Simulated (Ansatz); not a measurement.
A made-up structure of BSiH₅S, closed shell:

```tsv
atom	x (Å)	y (Å)	z (Å)
B1	-0.8370	0.7510	-0.8053
S2	-1.0769	-0.8753	-0.4025
Si3	0.5910	-0.6357	0.6047
H4	-1.6226	0.9604	-1.3911
H5	0.0700	1.5940	-0.5019
H6	0.4817	0.4409	1.7847
H7	1.8546	-0.3070	-0.3219
H8	0.5391	-1.9283	1.0334
```

It is relaxed with PBE-D4/def2-SVP and then PBE0-D4/def2-TZVP (Ansatz 0.2.0). Atoms count as bonded within 1.22 times the sum of their covalent radii (H–H: 0.88 Å). The end point is not checked to be a true minimum.

Problem. Does its bonding change? (Judge from chemistry; the calculation decides.)

Solution. Computed: No: no bond forms or breaks.

Where it ends: The first stage lowers the energy by 2.59 eV in 9 steps. It ends as BSiH₅S ([BH2][S][SiH3]):
| atom | x (Å) | y (Å) | z (Å) |
| --- | --- | --- | --- |
| B1 | -1.0237 | 0.9375 | -0.9940 |
| S2 | -1.0653 | -0.7454 | -0.4318 |
| Si3 | 0.7371 | -0.7736 | 0.7503 |
| H4 | -1.9171 | 1.2920 | -1.6991 |
| H5 | -0.1403 | 1.6773 | -0.6789 |
| H6 | 0.6367 | 0.2184 | 1.8474 |
| H7 | 1.9072 | -0.4660 | -0.1063 |
| H8 | 0.8653 | -2.1403 | 1.3124 |

Labels in which every atom is bracketed show which atoms are joined, not bond orders.

For scale, one of the runs: PBE0-D4/def2-TZVP relaxation, 135 basis functions, launched by `ansatz run in.yaml --threads 2 --pin off --events-out ev --progress --plain --max-ram 4352MiB`. Hardware: 2 CPU threads of an Arm Neoverse V1, shared host. Wall time about 17 s.
